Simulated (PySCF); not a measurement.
Simulated C 1s region for `C=CC[NH+](C)C`, binding energy against the vacuum level.

Every computed line was given a Gaussian of 0.7 eV full width at half maximum and an area set by the number of equivalent atoms; the highest printed point is 100. Computed, not measured: delta-SCF UKS SCAN, pcX-2 on the ionised atom, pcseg-1 elsewhere, spin-free X2C in PySCF.

binding energy (eV), intensity and a bar:
```
    293.8          0 
    293.9          0 
    294.0          1 
    294.1          2 #
    294.2          4 #
    294.3          8 ##
    294.4         13 ####
    294.5         20 ######
    294.6         28 ########
    294.7         36 ###########
    294.8         42 #############
    294.9         46 ##############
    295.0         48 ##############
    295.1         48 ##############
    295.2         46 ##############
    295.3         43 #############
    295.4         37 ###########
    295.5         30 #########
    295.6         22 #######
    295.7         15 ####
    295.8          9 ###
    295.9          5 #
    296.0          2 #
    296.1          1 
    296.2          1 
    296.3          1 
    296.4          2 
    296.5          4 #
    296.6          8 ###
    296.7         17 #####
    296.8         30 #########
    296.9         47 ##############
    297.0         67 ####################
    297.1         86 ##########################
    297.2         98 #############################
    297.3        100 ##############################
    297.4         92 ###########################
    297.5         75 #######################
    297.6         55 #################
    297.7         36 ###########
    297.8         21 ######
    297.9         11 ###
    298.0          5 ##
    298.1          2 #
    298.2          1 
    298.3          0
```

Task: How many maxima does the curve show, and how many computed lines lie under it?

Result: The curve has 2 maxima (at 295.1 and 297.3 eV). Under it lie 4 lines from 4 inequivalent carbon sites. At this width some lines have no maximum of their own.

Task: Decompose the envelope and assign each component. Numbering: `[CH2:1]=[CH:2][CH2:3][NH+:4]([CH3:5])[CH3:6]`.

Result: 
```tsv
position (eV)	relative area	line	atoms	environment
294.81	1	C 1s	C1	terminal =CH2 carbon
295.31	1	C 1s	C2	alkene CH carbon
297.20	1	C 1s	C3	sp3 carbon bound to nitrogen
297.30	2	C 1s	C5/C6	N-methyl carbon
```

Task: What are the centre and the root-mean-square width of the whole band?

Result: The area-weighted mean of the lines is 296.39 eV. Their own spread about it is 1.09 eV (rms) and each Gaussian has σ = 0.7/2.355 = 0.30 eV; the variances add, which gives 1.13 eV.

The listed C 1s values span 2.49 eV, from C1 (bonded to C (double bond) and 2 H) to C5/C6 (bonded to N and 3 H).

Shake-up satellites, vibrational structure and lifetime widths aren't simulated. Topologically equivalent atoms share the value of their first member; where this conformer doesn't relate them by symmetry, their own values could differ. The species carries charge +1, so core ionisation leaves charge +2. One conformer (not necessarily the lowest) at the PBE0-D3(BJ)/def2-SVP geometry, without solvent, vibrations or thermal averaging.

The values belong to the conformer `[CH2:1]=[CH:2][CH2:3][NH+:4]([CH3:5])[CH3:6]`: C1–C2–C3–N4 -13°, C2–C3–N4–C5 160°.
